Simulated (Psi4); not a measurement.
# BSiH5 (boranylsilane): a chain of runs

We compute a geometry optimisation (wB97X-D/3-21G), then vibrational wavenumbers, then a single-point energy (DLPNO-CCSD(T)/cc-pVTZ) of BSiH5 (boranylsilane). 

The results are computed with Psi4 1.11.

**1. The system as given**

BSiH5 has 7 atoms, charge 0, and is taken as a singlet. SMILES: `B[SiH3]`. All atoms were displaced at random from a relaxed shape. The run starts from this shape.

Bond lengths: B1–Si2 2.065 Å, B1–H3 1.094 Å, B1–H4 1.242 Å, Si2–H5 1.490 Å, Si2–H6 1.371 Å, Si2–H7 1.548 Å. Angles: B1–Si2–H5 110.0°, B1–Si2–H6 108.5°, B1–Si2–H7 110.9°, Si2–B1–H3 117.2°, Si2–B1–H4 120.8°, H5–Si2–H6 111.9°, H5–Si2–H7 108.0°, H6–Si2–H7 107.6°, H3–B1–H4 121.9°.

**2. A geometry optimisation at wB97X-D/3-21G (density fitting) (run 1)**

run.py

```python
import psi4

psi4.set_memory(1600000000)
psi4.set_num_threads(1)
psi4.core.set_output_file('run.log', False)

molecule = psi4.geometry("""
B     -0.15981225    -2.27743367     0.45313932
Si     0.04061966     1.55445281    -0.25673441
H     -2.04489343    -3.10575922     0.64477077
H      1.78449862    -3.58807591     0.53431439
H     -1.21603120     2.14526812    -2.70637127
H     -1.05989447     2.81344882     1.72106051
H      2.82306564     2.44142033    -0.43041725
units bohr
symmetry c1
""")

psi4.set_options({
    'geom_maxiter': 60,
})

e_tot = psi4.optimize("wb97x-d/3-21G")
print(f'total energy {e_tot:.8f} hartree = {e_tot * 27.211386:.5f} eV')
print(molecule.to_string(dtype='xyz', units='Angstrom'))
```

The run is started by

```console
$ python run.py
```

run.log:

```text
[...]
  Running in c1 symmetry.
[...]
  Nuclear repulsion =   47.448259886721196
[...]
  Multiplicity = 1
[...]
  Nalpha       = 12
  Nbeta        = 12
[...]
    Number of basis functions: 32
[...]
   @DF-RKS iter   1:  -315.55706372994132   -7.49746e-01   4.23308e-03 DIIS/ADIIS
[...]
   @DF-RKS iter   6:  -315.58769060086655   -6.25278e-13   6.06673e-09 DIIS
[...]
    Orbital Energies [Eh]
    ---------------------
    Doubly Occupied:
       1A    -65.781690     2A     -6.845596     3A     -5.349866
       4A     -3.692989     5A     -3.692715     6A     -3.692005
       7A     -0.660741     8A     -0.576737     9A     -0.460923
      10A     -0.433179    11A     -0.414796    12A     -0.384915
[...]
  @DF-RKS Final Energy:  -315.58769060086655
   => Energetics <=
    Nuclear Repulsion Energy =             47.3355684936624712
    One-Electron Energy =                -528.9449092340850029
    Two-Electron Energy =                 184.9434690291525669
    DFT Exchange-Correlation Energy =     -18.9199836049198993
    Empirical Dispersion Energy =          -0.0018352846767125
    VV10 Nonlocal Energy =                  0.0000000000000000
    Total Energy =                       -315.5876906008664946
[...]
 Multipole Moments:
 ------------------------------------------------------------------------------------
     Multipole            Electronic (a.u.)      Nuclear  (a.u.)        Total (a.u.)
 ------------------------------------------------------------------------------------
 L = 1.  Multiply by 2.5417464519 to convert [e a0] to [Debye]
 Dipole X            :          0.0686587           -0.0851302           -0.0164715
 Dipole Y            :         -0.8522160            0.7069097           -0.1453063
 Dipole Z            :          0.1678662           -0.1421946            0.0256716
 Magnitude           :                                                    0.1484731
[...]
  -Total Gradient:
     Atom            X                  Y                   Z
    ------   -----------------  -----------------  -----------------
       1        0.000042999264     0.000082549494     0.000003967633
       2        0.000006225612    -0.000004224881    -0.000111508674
       3       -0.000021866227     0.000002872569    -0.000000303523
       4       -0.000007143651     0.000007706242     0.000007171371
       5        0.000013985508     0.000039254940     0.000012095170
       6       -0.000014992463     0.000035238271     0.000054274430
       7        0.000008147888     0.000006192695    -0.000004157295
[...]
    Final optimized geometry and variables:
    Molecular point group: c1
    Full point group: C1
    Geometry (in Bohr), charge = 0, multiplicity = 1:
    B           -0.169123346041    -2.656952772665     0.469036598894
    SI           0.078997870438     1.092495470905    -0.191595420599
    H           -2.207502298381    -3.600730111242     0.760376752194
    H            1.648523233669    -4.000696423001     0.572386828532
    H           -1.267451237925     1.698559001025    -2.616550931585
    H           -1.244063570335     2.525703534355     1.869607746573
    H            2.725010235994     2.073900946679    -0.390862086517
[...]
```

On the terminal:

```text
Some dependencies such as QCElemental have not yet finished migration to pydantic v2. If issues are encountered please downgrade pydantic or upgrade QCElemental as appropriate
	Energy has increased in a minimization.
	Energy ratio indicates iffy step.
	Intrafrag trust radius decreased to   0.25.
Optimizer: Optimization complete!
total energy -315.58769060 hartree = -8587.57847 eV
7
0 1 BH5Si
B                    -0.089496220517    -1.405998857121     0.248203479105
Si                    0.041803872727     0.578123705963    -0.101387930250
H                    -1.168159908805    -1.905424316643     0.402374048784
H                     0.872360926518    -2.117077373861     0.302894065347
H                    -0.670706310745     0.898838714321    -1.384619123552
H                    -0.658330090046     1.336544751289     0.989353812378
H                     1.442013315731     1.097461118170    -0.206835308699
```

It took 14 s on 1 thread of AMD EPYC 9R45 (Zen 5), shared host; peak memory 0.37 GiB.

Steps, from the record of the run:

| step | energy from the first frame kept (eV) | largest force (eV/Å) |
| --- | --- | --- |
| 0 | 0.0000 | 4.0122 |
| 1 | -0.4017 | 0.5897 |
| 2 | -0.3992 | 0.5317 |
| 3 | -0.4121 | 0.2416 |
| 4 | -0.4159 | 0.0282 |
| 5 | -0.4159 | 0.0150 |
| 6 | -0.4160 | 0.0074 |
| 7 | -0.4160 | 0.0057 |

After the run. Bond lengths: B1–Si2 2.019 Å, B1–H3 1.199 Å, B1–H4 1.197 Å, Si2–H5 1.502 Å, Si2–H6 1.502 Å, Si2–H7 1.497 Å. Angles: B1–Si2–H5 109.1°, B1–Si2–H6 109.9°, B1–Si2–H7 114.5°, Si2–B1–H3 119.4°, Si2–B1–H4 122.6°, H5–Si2–H6 106.9°, H5–Si2–H7 108.0°, H6–Si2–H7 108.2°, H3–B1–H4 118.0°.

**3. Vibrational wavenumbers at wB97X-D/3-21G (density fitting) (run 2)**

calc.inp

```
memory 1600 MB

molecule system {
  0 1
  B     -0.17671018    -2.22248233     0.41378766
  Si     0.07141086     1.52696485    -0.24684548
  H     -2.21508972    -3.16626069     0.70512674
  H      1.64093612    -3.56622689     0.51713678
  H     -1.27503790     2.13302836    -2.67180062
  H     -1.25165065     2.96017283     1.81435818
  H      2.71742239     2.50837144    -0.44611143
  units au
}

set {
  basis                      3-21G
  t                          298.15
  rotational_symmetry_number 1
}

freq('wb97x-d')
```

The run is started by

```console
$ psi4 -i calc.inp -o calc.out -n 1
```

calc.out, shortened:

```text
[...]
  Running in c1 symmetry.
[...]
  Nuclear repulsion =   47.335573006713815
[...]
  Multiplicity = 1
[...]
  Nalpha       = 12
  Nbeta        = 12
[...]
    Number of basis functions: 32
[...]
   @DF-RKS iter   1:  -315.57135477460935   -7.77046e-01   4.30529e-03 ADIIS/DIIS
[...]
   @DF-RKS iter   9:  -315.58768969986397   -2.84217e-12   8.04287e-09 DIIS
[...]
  @DF-RKS Final Energy:  -315.58768969986397
   => Energetics <=
    Nuclear Repulsion Energy =             47.3301537894132025
    One-Electron Energy =                -528.9336115803149596
    Two-Electron Energy =                 184.9373215576161726
    DFT Exchange-Correlation Energy =     -18.9197185032772488
    Empirical Dispersion Energy =          -0.0018349633011182
    VV10 Nonlocal Energy =                  0.0000000000000000
    Total Energy =                       -315.5876896998639154
[...]
 Multipole Moments:
[...]
  -Total Gradient:
     Atom            X                  Y                   Z
    ------   -----------------  -----------------  -----------------
       1        0.000032503569     0.000084215204     0.000010146015
       2        0.000143813190    -0.000203855736    -0.000368101608
       3       -0.000022140459    -0.000001171221    -0.000001474151
       4       -0.000006876932     0.000008368134     0.000005165926
       5        0.000072504812     0.000030060543    -0.000023604721
       6       -0.000238741310     0.000230300722     0.000412432839
       7        0.000048608708     0.000017875079    -0.000076561180
[...]
  ==> Harmonic Vibrational Analysis <==
[...]
  Freq [cm^-1]                 56.5756i            435.1045            449.0220
[...]
  IR activ [km/mol]             0.0177             11.8551             27.9527
[...]
  Freq [cm^-1]                 625.9638            751.8230            874.0943
[...]
  IR activ [km/mol]             1.0495             19.9181             145.0636
[...]
  Freq [cm^-1]                 906.7187            943.2502            968.5601
[...]
  IR activ [km/mol]             0.8375             37.9074             44.1973
[...]
  Freq [cm^-1]                1194.9384           2190.8578           2196.8865
[...]
  IR activ [km/mol]            31.3570             58.1749             103.4113
[...]
  Freq [cm^-1]                2218.9462           2624.7269           2716.0846
[...]
  IR activ [km/mol]            115.9850            84.0115             72.0467
[...]
```

On the terminal:

```text
Warning: thermodynamics relations excluded imaginary frequencies: ['56.5756i']
Warning: used thermodynamics relations inappropriate for low-frequency modes: ['435.1045' '449.0220']
```

Run time: 64 s. Hardware: 1 thread of AMD EPYC 9R45 (Zen 5), shared host; peak memory 0.36 GiB.

**4. The energy at DLPNO-CCSD(T)/cc-pVTZ (density fitting, density fitting for correlation) (run 3)**

bh5si.in

```
memory 1600 mb

molecule m {
  B     -0.093511    -1.176087     0.218967
  Si     0.037789     0.808035    -0.130625
  H     -1.172175    -1.675513     0.373137
  H      0.868346    -1.887166     0.273657
  H     -0.674721     1.128750    -1.413856
  H     -0.662345     1.566456     0.960117
  H      1.437998     1.327373    -0.236072
  units angstrom
}

set basis cc-pVTZ
set scf_type df
set freeze_core true

energy('dlpno-ccsd(t)')
```

The run is started by

```console
$ psi4 -n 1 bh5si.in bh5si.out
```

bh5si.out:

```text
[...]
  Running in c1 symmetry.
[...]
  Nuclear repulsion =   47.335573010143342
[...]
  Multiplicity = 1
[...]
  Nalpha       = 12
  Nbeta        = 12
[...]
    Number of basis functions: 134
[...]
   @DF-RHF iter   1:  -316.45911620565977   -8.13512e-01   1.41565e-03 ADIIS/DIIS
[...]
    Orbital Energies [Eh]
    ---------------------
    Doubly Occupied:
       1A    -68.764990     2A     -7.619709     3A     -6.114701
       4A     -4.220824     5A     -4.220651     6A     -4.220384
       7A     -0.747154     8A     -0.654026     9A     -0.514509
      10A     -0.476342    11A     -0.465213    12A     -0.418638
[...]
  @DF-RHF Final Energy:  -316.50323861019751
   => Energetics <=
    Nuclear Repulsion Energy =             47.3355730101433423
    One-Electron Energy =                -530.8033390939345963
    Two-Electron Energy =                 166.9645274735937051
    Total Energy =                       -316.5032386101975703
[...]
 Multipole Moments:
 ------------------------------------------------------------------------------------
     Multipole            Electronic (a.u.)      Nuclear  (a.u.)        Total (a.u.)
 ------------------------------------------------------------------------------------
 L = 1.  Multiply by 2.5417464519 to convert [e a0] to [Debye]
 Dipole X            :          0.1056967           -0.0851308            0.0205658
 Dipole Y            :         -0.9112166            0.7069092           -0.2043074
 Dipole Z            :          0.1840428           -0.1421950            0.0418478
 Magnitude           :                                                    0.2095608
[...]
   * WARNING: This answer will likely vary from one obtained by a energy('dlpno-mp2') call
                due to lack of a semi-canonical MP2 prescreening step in DLPNO-MP2, as well
[...]
  @LCCSD(T) iter   3:  -0.007744104125 -6.711e-08  9.067e-09        3
[...]
```

Run time: 27 s. Hardware: 1 thread of AMD EPYC 9R45 (Zen 5), shared host; peak memory 0.55 GiB.

**5. Summary of results**

```
                                                                 quantity                 value
                            run 1, wB97X-D/3-21G: total energy at the end         -315.58769 Eh
                                      run 1, wB97X-D/3-21G: dipole moment                0.38 D
                                        run 1, wB97X-D/3-21G: HOMO energy             -10.47 eV
                                        run 1, wB97X-D/3-21G: LUMO energy              -0.43 eV
                                      run 1, wB97X-D/3-21G: HOMO–LUMO gap              10.04 eV
                                  run 1, wB97X-D/3-21G: dispersion energy          -4.82 kJ/mol
                         run 2, wB97X-D/3-21G: lowest harmonic wavenumber  57i cm⁻¹ (imaginary)
                        run 2, wB97X-D/3-21G: highest harmonic wavenumber             2716 cm⁻¹
                               run 3, DLPNO-CCSD(T)/cc-pVTZ: total energy         -316.78794 Eh
        run 3, DLPNO-CCSD(T)/cc-pVTZ: HOMO energy (Hartree–Fock orbitals)             -11.39 eV
        run 3, DLPNO-CCSD(T)/cc-pVTZ: LUMO energy (Hartree–Fock orbitals)               1.12 eV
      run 3, DLPNO-CCSD(T)/cc-pVTZ: HOMO–LUMO gap (Hartree–Fock orbitals)              12.51 eV
run 3, DLPNO-CCSD(T)/cc-pVTZ: correlation energy (6 core orbitals frozen)            -284.7 mEh
                             run 3, DLPNO-CCSD(T)/cc-pVTZ: (T) correction             -7.78 mEh
                              run 3, DLPNO-CCSD(T)/cc-pVTZ: T1 diagnostic                 0.012
```

The optimisation (run 1, wB97X-D/3-21G) took 8 steps and changed the energy by -0.416 eV. 1 mode is imaginary (lowest 57i cm⁻¹): a first-order saddle point, unless the integration grid spoils the Hessian. The triples (run 3, DLPNO-CCSD(T)/cc-pVTZ) make up 2.7 % of the correlation energy.
